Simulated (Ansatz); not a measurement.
# Elastic constant C12 of some elemental metals

Method: PBE (plane waves, PAW; Ansatz, a quantum-chemistry and plane-wave program). References are measured values corrected to a static lattice or taken at low temperature (these still hold zero-point motion). The table is a random draw of 8 from 19 solids with such references.

Values in GPa.

```csv
solid,reference,PBE,error (%)
hcp Zn,34.8,39.0,+12.1
fcc Pd,176,152,-13.6
hcp Be,27.6,21.2,-23
hcp Zr,67.2,65.0,-3.3
antiferromagnetic bcc Cr,88§,59.3,-33
bcc W,205,197,-3.9
bcc Ta,158,160,+1.3
fcc Au,170,131,-23
```

Over these 8 solids the mean error is -10.8 %, the mean absolute error 14.1 % (median 12.9 %), and the worst case antiferromagnetic bcc Cr at -33 % (its reference is marked and can be at fault), while the 7 unmarked rows have a mean absolute error of 11.5 %; the value is too low in 6 of 8 cases. Over all 19 the mean error is -7.0 % and the mean absolute error 10.0 % (median 6.4 %).

All these references are low-temperature values that still hold zero-point motion.

Spin–orbit coupling is left out, also for the solids with elements from indium on (bcc W, bcc Ta, fcc Au); its size isn't shown.

† marks references with one source in our tables, § those from which another value on file, of any temperature, differs by over 15 %.

Differences are worked out from the printed values.

Each level is taken at its own relaxed cell. Caveats: shear constants of such metals converge slowly with the k mesh (antiferromagnetic bcc Cr, bcc W, bcc Ta); the commensurate order stands in for chromium's spin-density wave, and the size of the moments varies much between levels (antiferromagnetic bcc Cr). Ansatz's density-functional and Hartree–Fock values are scalar-relativistic unless marked +SOC, with PAW data made under PBE.

Ansatz's runs of these crystals have no spin polarisation, but for antiferromagnetic bcc Cr.

Density-functional runs with spin start from opposed moments for antiferromagnetic bcc Cr.

Not in this set, of the elemental metals with a reference value in our tables and a result at some level: 14 for a reference at room or unstated temperature (hcp Cd, hcp Co, bcc Cs, body-centred tetragonal In, fcc Ir and 9 more); 2 for a doubt noted on the run at PBE (bcc Nb, bcc V); 1 for sources at odds (bcc Li). These can be a level's worst cases. Values held back for tests aren't counted. Layered and molecular crystals are counted apart. The metals Ce to Yb are counted apart.

References as tabulated in Malica and Corso (2021), arXiv:2109.00459; Wang et al. (2022), arXiv:2209.12322; Galib et al. (2023), arXiv:2209.08184; Elastic Constants of Single Crystal Beryllium, J. Appl. Phys., doi … and others.
